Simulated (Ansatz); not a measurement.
`N[SiH2]F` + H₂S → `N[SiH2]S` + H–F at 600 K and 1 bar (ligand exchange at the Si–F bond).

Gas-phase electronic energies from Ansatz, PBE0-D4/def2-TZVP geometries. CCSD(T)/CBS is the MP2 limit (def2-TZVPP, def2-QZVPP) plus CCSD(T) − MP2 in def2-TZVPP, frozen cores. This one scheme is used for every species. Each species was taken in one conformer, which may not be the lowest.

| species | CCSD(T)/CBS energy (Eh) | H − E (kJ/mol) | S (J/(mol·K)) |
| --- | --- | --- | --- |
| `N[SiH2]F` | -446.07709 | 163.0 | 343.3 |
| H₂S | -398.97279 | 60.8 | 230.9 |
| `N[SiH2]S` | -744.61970 | 188.2 | 388.3 |
| H–F | -100.39570 | 42.3 | 194.0 |

H − E and S are ideal-gas, rigid-rotor, harmonic terms from PBE0-D4/def2-TZVP, for one conformer and one mirror image of each species. 1 Eh = 2625.50 kJ/mol, R = 8.31446 J/(mol·K).

Task: By hand: ΔE, ΔH, ΔS and ΔG.

Result: ΔE = (-744.61970) + (-100.39570) − (-446.07709) − (-398.97279) = 0.03448 Eh = 90.5 kJ/mol. Δ(H − E) = 188.2 + 42.3 − 163.0 − 60.8 = 6.7, so ΔH = 97.2 kJ/mol. ΔS = 388.3 + 194.0 − 343.3 − 230.9 = 8.1 J/(mol·K). ΔG = 97.2 − 600 × (8.1)/1000 = 92.3 kJ/mol.

Task: By hand: the equilibrium constant, and the temperature at which ΔG would vanish if ΔH and ΔS stayed fixed.

Result: log₁₀ K = −ΔG/(RT ln 10) = -8.0. ΔG = 0 at ΔH/ΔS = 12000 K, far beyond where these terms or the molecules hold.

The number of gas molecules stays the same, so ΔS is small and ΔH decides. A doubt of 5 kJ/mol in ΔE shifts log₁₀ K by 0.4 here. Other conformers and mirror images would add mixing entropy, several J/(mol·K) or more a flexible species. These are equilibria of isolated gas molecules and say nothing of rates. Largest T1 diagnostic: 0.011 (customary marks: 0.02 for closed shells, 0.045 for open ones).
